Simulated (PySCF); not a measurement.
BH3ClF, singlet: at the end structure of a reaction step.

The script, run.py:

```python
import json, numpy as np
from pyscf import gto, scf, dft, mp, cc
EV, BOHR = 27.211386245988, 0.529177210903
mol = gto.M(atom="""
B -0.316609 0.631461 -0.624238
Cl 0.892127 -1.677039 0.794749
H 0.761825 1.063641 -0.909170
H -0.959756 -0.094949 -1.324178
H 0.297739 -1.150600 1.800060
F -0.871475 1.052091 0.503277
""", basis="def2-svp", charge=0, spin=0, max_memory=8670, verbose=0)
def mean_field(mol, dm=None):
    mf = dft.RKS(mol, xc="pbe0").density_fit()
    mf.conv_tol = 1e-9; mf.grids.level = 4
    mf.kernel(dm0=dm)
    if not mf.converged: mf = mf.newton().run(mf.mo_coeff, mf.mo_occ)
    assert mf.converged
    return mf
def d4(mol):
    from pyscf.dispersion.dftd4 import DFTD4Dispersion
    real = gto.M(atom=[(mol.atom_pure_symbol(i), mol.atom_coord(i)) for i in range(6)], unit='B', charge=mol.charge, spin=None, basis='def2-svp', verbose=0)
    r = DFTD4Dispersion(real, xc="pbe0", atm=True).get_dispersion(grad=True); return r["energy"], r["gradient"]
def energy_and_gradient(mol, dm=None):
    mf = mean_field(mol, dm); e, g = d4(mol)
    return mf, (mf.e_tot + e) * EV, (mf.nuc_grad_method().kernel()[:6] + g) * EV / BOHR
out = {}
mf = mean_field(mol); e = d4(mol)[0]
out.update(energy=(mf.e_tot + e) * EV, converged=True, dispersion=e * EV)
out['s2'] = mf.spin_square()[0]; out['nelec'] = mol.nelec
print(f"Total energy {out['energy']:.6f} eV, <S^2> {out['s2']:.4f}")
json.dump(out, open("out.json", "w"), default=float)
```

Command:

```bash
OMP_NUM_THREADS=4 python run.py
```

It printed (PySCF 2.14):

```
Total energy -15951.275864 eV, <S^2> 0.0000
```

Hardware: 4 CPU threads of an Intel Xeon, shared host. Wall time about 4.5 s.
